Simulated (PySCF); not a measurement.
**What binds NaLi: the parts of the energy along the bond**

State: ¹Σ⁺, singlet, closed shell. RHF-based CCSD(T) in PySCF 2.14 with Na cc-pCVDZ, Li aug-cc-pVDZ and Na cc-pCVTZ, Li aug-cc-pVTZ (frozen core orbitals: 2; no relativity). Correlation energies are extrapolated as n⁻³ (n = 2, 3), Hartree–Fock as (n+1)·exp(−9√n). CV is the change on freezing 1 orbitals instead, in Na cc-pCVTZ, Li cc-pCVTZ. SR is the spin-free X2C energy in Na cc-pCVTZ-DK, Li cc-pVTZ-DK less the non-relativistic one in Na cc-pCVTZ, Li cc-pVTZ. All energies in eV from Na + Li.

| R (Å) | HF/CBS | CCSD corr. | (T) | CV | SR | total |
| --- | --- | --- | --- | --- | --- | --- |
| 2.5889 | 0.070 | -0.842 | -0.0245 | -0.0087 | -0.0004 | -0.806 |
| 2.7066 | 0.000 | -0.824 | -0.0232 | -0.0066 | 0.0001 | -0.853 |
| 2.8242 | -0.041 | -0.808 | -0.0221 | -0.0047 | 0.0005 | -0.875 |
| 2.9419 | -0.060 | -0.793 | -0.0213 | -0.0030 | 0.0007 | -0.876 |
| 3.0596 | -0.060 | -0.780 | -0.0209 | -0.0015 | 0.0010 | -0.861 |
| 3.2067 | -0.039 | -0.767 | -0.0207 | 0.0001 | 0.0013 | -0.825 |
| 3.3538 | 0.000 | -0.758 | -0.0210 | 0.0014 | 0.0016 | -0.776 |

A fit to the total gives Re = 2.8896 Å, De = 0.878 eV, ωe = 257.2 cm⁻¹, Be = 0.3756 cm⁻¹ (masses 22.9898 and 7.0160 u).

At R = 2.9419 Å the CCSD correlation energy is -0.218841 hartree in the smaller basis and -0.298587 in the larger. Extrapolate it.

(3³·E3 − 2³·E2)/(3³ − 2³) = -0.33216 hartree; the larger basis holds 89.9 % of it.

The T1 diagnostic is 0.008. The open-shell atoms are computed with UHF. Spin–orbit coupling, excitations beyond (T) and corrections to the Born–Oppenheimer picture are left out.
